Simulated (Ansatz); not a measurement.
Coupled-cluster diagnostics for [S3]2- (S3²⁻), Ansatz.

Geometry of the singlet (PBE0-D4/def2-TZVPD):

Cartesian coordinates in Å:
```
S -0.694 -0.799 1.438
S 0.209 0.680 0.276
S 0.485 0.118 -1.714
```

Correlated methods freeze 15 core orbitals. A multiply charged anion in the gas phase is held together partly by the finite basis. Removing one electron lowers the energy by 2.97 eV at PBE0-D4/def2-TZVPD, so it isn't bound.

Question: Estimate the CCSD(T) correlation energy, the shares of MP2 and (T), T1 and the reference's ⟨S²⟩ for: charge -2, singlet, own geometry in def2-TZVPPD; charge -1, doublet, vertical in def2-TZVPPD; and the rough time on 4 threads of Arm Neoverse V2 on a shared host.

Answer: 
```csv
state,basis,correlation (eV),MP2 share (%),(T) share (%),T1,⟨S²⟩ (pure),wall time,remarks
"charge -2, singlet, own geometry",def2-TZVPPD,-16.705,89.1,5.7,0.019,0.00 (0.00),8 s,HOMO above zero
"charge -1, doublet, vertical",def2-TZVPPD,-16.231,88.1,6.1,0.027,0.78 (0.75),16 s,–
```
Customary marks for T1 are 0.02 (closed shells), 0.045 (open shells) and about 0.05 (3d metals). T1 exceeds 0.02 in 1 of 2 rows and 0.045 in 0; the higher it lies, the less the single-reference result can be trusted.
